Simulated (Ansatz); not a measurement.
## Two structures, one formula

The two ends of one reaction step of SiH$_{5}$SF, singlet (PBE0-D4/def2-TZVP).

A:

Si1  (-0.539, 0.383, -1.185)
F2  (1.052, 0.269, -1.009)
H3  (-1.126, -0.974, -1.111)
H4  (-1.073, 1.261, -0.120)
H5  (-0.787, 0.983, -2.518)
H6  (1.440, -0.949, 1.234)
S7  (0.429, -1.103, 2.104)
H8  (0.603, 0.129, 2.605)
(Å)

B:

```json
{"atom": "Si1", "x (Å)": "-1.0204", "y (Å)": "0.3000", "z (Å)": "-0.3422"}
{"atom": "F2", "x (Å)": "2.4581", "y (Å)": "-0.9124", "z (Å)": "-0.6726"}
{"atom": "H3", "x (Å)": "-1.4715", "y (Å)": "-0.8785", "z (Å)": "-1.1155"}
{"atom": "H4", "x (Å)": "-2.1824", "y (Å)": "1.0764", "z (Å)": "0.1531"}
{"atom": "H5", "x (Å)": "-0.1357", "y (Å)": "1.1677", "z (Å)": "-1.1529"}
{"atom": "H6", "x (Å)": "1.8121", "y (Å)": "-0.8593", "z (Å)": "0.0031"}
{"atom": "S7", "x (Å)": "0.0686", "y (Å)": "-0.5399", "z (Å)": "1.3192"}
{"atom": "H8", "x (Å)": "0.4713", "y (Å)": "0.6460", "z (Å)": "1.8078"}
```

Computed with Ansatz 0.2.0 (basis: def2-TZVPP); correlated methods freeze the cores. B3LYP uses VWN-RPA correlation.

**Question.** Which structure is lower at CCSD(T), and by how much? (To be estimated.)

**Answer.** By the calculation: A, by 0.642 eV (electronic energy, against the other). By their contacts, A is a complex of SiH₃F ([F][SiH3]) + H₂S and B is a complex of SiH₄S ([SiH3][SH]) + HF.

All methods give the same order:

```json
{"method": "SPW92", "E(B) − E(A) (eV)": "0.390"}
{"method": "PBE-D4", "E(B) − E(A) (eV)": "0.433"}
{"method": "BLYP-D4", "E(B) − E(A) (eV)": "0.605"}
{"method": "r2SCAN-D4", "E(B) − E(A) (eV)": "0.583"}
{"method": "B97M-V", "E(B) − E(A) (eV)": "0.681"}
{"method": "PBE0-D4", "E(B) − E(A) (eV)": "0.476"}
{"method": "B3LYP-D4", "E(B) − E(A) (eV)": "0.634"}
{"method": "r2SCAN0-D4", "E(B) − E(A) (eV)": "0.585"}
{"method": "BHLYP-D4", "E(B) − E(A) (eV)": "0.709"}
{"method": "CAM-B3LYP-D4", "E(B) − E(A) (eV)": "0.697"}
{"method": "wB97X-V", "E(B) − E(A) (eV)": "0.635"}
{"method": "wB97M-V", "E(B) − E(A) (eV)": "0.637"}
{"method": "B2PLYP", "E(B) − E(A) (eV)": "0.662"}
{"method": "PBE-QIDH", "E(B) − E(A) (eV)": "0.547"}
{"method": "RPA on PBE", "E(B) − E(A) (eV)": "0.704"}
{"method": "HF", "E(B) − E(A) (eV)": "0.890"}
{"method": "MP2", "E(B) − E(A) (eV)": "0.605"}
{"method": "CCSD", "E(B) − E(A) (eV)": "0.686"}
{"method": "CCSD(T)", "E(B) − E(A) (eV)": "0.642"}
```

The T1 diagnostic stays at or below 0.011.

Labels in which every atom is bracketed show which atoms are joined, not bond orders.

For scale, one of the runs: CCSD(T)/def2-TZVPP, 185 basis functions, launched by `ansatz run in.yaml --threads 2 --pin off --events-out ev --progress --plain --max-ram 4352MiB`. The run took 40 s on 2 CPU threads of an Arm Neoverse V1 (shared host), with 1.8 GiB of host memory at its peak.
